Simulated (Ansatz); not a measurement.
Start from `CCF` and change one atom or group to get `F[CH2][AlH2]`.

Ansatz, PBE0-D4/def2-TZVP geometries, multiplicity 1. 

| property | `CCF` |
| --- | --- |
| HOMO–LUMO gap (PBE0/def2-TZVPP) / eV | 10.79 |
| LUMO energy (ωB97M-V/def2-TZVPP) / eV | 2.85 |
| HOMO–LUMO gap (B3LYP/def2-TZVPP) / eV | 10.21 |
| zero-point energy (PBE0-D4/def2-TZVP) / kJ/mol | 178.7 |
| HOMO energy (PBE/def2-TZVPP) / eV | -7.63 |
| HOMO energy (PBE0/def2-TZVPP) / eV | -9.35 |

(1) Give the same properties after the change, and the shifts. (Estimate.)

Answers

(1) Computed: 
```json
{"property": "HOMO–LUMO gap (PBE0/def2-TZVPP) / eV", "`F[CH2][AlH2]`": "6.24", "shift": "-4.55"}
{"property": "LUMO energy (ωB97M-V/def2-TZVPP) / eV", "`F[CH2][AlH2]`": "-0.01", "shift": "-2.86"}
{"property": "HOMO–LUMO gap (B3LYP/def2-TZVPP) / eV", "`F[CH2][AlH2]`": "5.80", "shift": "-4.41"}
{"property": "zero-point energy (PBE0-D4/def2-TZVP) / kJ/mol", "`F[CH2][AlH2]`": "109.2", "shift": "-69.5"}
{"property": "HOMO energy (PBE/def2-TZVPP) / eV", "`F[CH2][AlH2]`": "-6.40", "shift": "1.23"}
{"property": "HOMO energy (PBE0/def2-TZVPP) / eV", "`F[CH2][AlH2]`": "-7.84", "shift": "1.51"}
```

With PBE0 the HOMO rises by 1.51 eV and the LUMO falls by 3.04 eV, so the gap narrows by about 4.55 eV. PBE moves the HOMO by 1.23 eV and ωB97M-V by 1.65 eV. The zero-point energy changes by -69.5 kJ/mol with -3 modes.

B3LYP here is the variant with VWN-RPA as its local correlation; programs differ in this.
